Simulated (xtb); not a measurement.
Input for xtb:
```
$ xtb mol.xyz --gfn 2 --chrg 1 --uhf 1 --json

# file mol.xyz
10

O     -0.00202356     0.00502782     1.40163302
C     -0.00028613     0.00071094     0.19819253
C     -0.00598572     1.26596943    -0.62421820
C      0.00777494    -1.27041500    -0.61510003
H      0.00018810     2.13672408     0.02569315
H     -0.00028442    -2.13648476     0.04102096
H     -0.89240581     1.29081337    -1.25420279
H      0.86770223     1.28962202    -1.27163889
H      0.89601009    -1.29976872    -1.24232811
H     -0.86404026    -1.29872071    -1.26485435
```

Q: What does this run give for the total energy, partial charges in atom order?

A: 
```json
{
  "total_energy": "-25.994852 Ry",
  "partial_charges_in_atom_order": "O1 -0.06, C2 0.30, C3 -0.13, C4 -0.13, H5 0.17, H6 0.17, H7 0.17, H8 0.17, H9 0.17, H10 0.17"
}
```
